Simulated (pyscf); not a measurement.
`[NH2][SiH2]` [doublet] + `[FH]` → `[F][SiH2]` [doublet] + `[NH3]`, a four-centre exchange (doublet surface; N–Si, F–H broken, F–Si, H–N formed). Single points on ωB97X-D3(BJ)/def2-SVP structures (PySCF, gas phase). Correlated levels are frozen-core, on RHF or UHF. ΔMP2 is the change of the MP2 total energy from the triple- to the quadruple-zeta basis. Energies in eV from the separated reactants.

GFN2-xTB: tblite. Open shells are spin-unrestricted. 

Quick GFN2-xTB single points give ΔE‡ = 0.16 eV and ΔE = -1.27 eV. What does CCSD(T)/def2-TZVPP + ΔMP2(QZVPP) give, and how far is the quick result from it?

CCSD(T)/def2-TZVPP + ΔMP2(QZVPP) gives ΔE‡ = 0.36 eV and ΔE = -0.72 eV. GFN2-xTB lies 0.21 eV under it in the barrier and 0.56 eV under it in the reaction energy, so on this step it does not hold to within 0.13 eV. CCSD(T)/def2-TZVPP + ΔMP2(QZVPP) has limits of its own. On the reactant side the descent ends in a complex, 0.31 eV under the separated species and 0.52 eV under the saddle at ωB97X-D3(BJ)/def2-TZVP. On the product side the descent ends in a complex (not fully relaxed), 0.19 eV under the separated species and 1.12 eV under the saddle at ωB97X-D3(BJ)/def2-TZVP. At ωB97X-D3(BJ)/def2-TZVP the barrier from the zero used here is 0.21 eV. One saddle was located; it need not be the lowest between these sides. The CCSD(T) − MP2 part came from Ansatz, without density fitting, on the same reference.
